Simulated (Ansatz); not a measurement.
This geometry of H$_{6}$N$_{3}$P (10 atoms, charge 0, multiplicity 1) is a first-order saddle point.

Method: Ansatz, RKS B3LYP-D4/def2-SVP.

```xyz
10
Properties=species:S:1:pos:R:3
N -0.691 0.007 -1.353
P 0.718 -0.263 -0.436
N -0.084 -1.183 0.843
N 0.955 1.228 0.468
H -0.582 0.262 -2.328
H -1.524 0.395 -0.910
H 0.588 -1.438 1.571
H -0.426 -2.066 0.456
H 0.882 1.087 1.478
H 0.247 1.920 0.215
```

Which two structures does it join? (They come from a converged band through this point; their orientation in space is the band's.)

No bond is made or broken. The dihedral N1–P2–N4–H9 goes from 45 to -143°.

Image 0:

```xyz
10
Properties=species:S:1:pos:R:3
N -1.058 -0.113 -1.124
P 0.573 -0.091 -0.585
N 0.282 -1.264 0.679
N 0.851 1.190 0.524
H -1.251 0.386 -1.988
H -1.799 0.005 -0.432
H 1.118 -1.404 1.246
H 0.003 -2.163 0.286
H 0.168 1.343 1.268
H 1.196 2.060 0.129
```

Image 6:

```xyz
10
Properties=species:S:1:pos:R:3
N -0.949 -0.244 -1.262
P 0.598 -0.073 -0.540
N 0.211 -1.178 0.770
N 0.578 1.367 0.388
H -1.044 0.232 -2.156
H -1.752 -0.050 -0.661
H 1.013 -1.318 1.386
H -0.065 -2.090 0.404
H 1.425 1.925 0.403
H 0.068 1.378 1.271
```

How far does it lie above each of them?

35.5 kJ/mol above the first and 32.8 kJ/mol above the second. This is the barrier of this one path; another mechanism may lie lower.

Run time: 2.1 min on 1 thread of Arm Neoverse V1, on a shared host, peak memory 0.18 GiB.
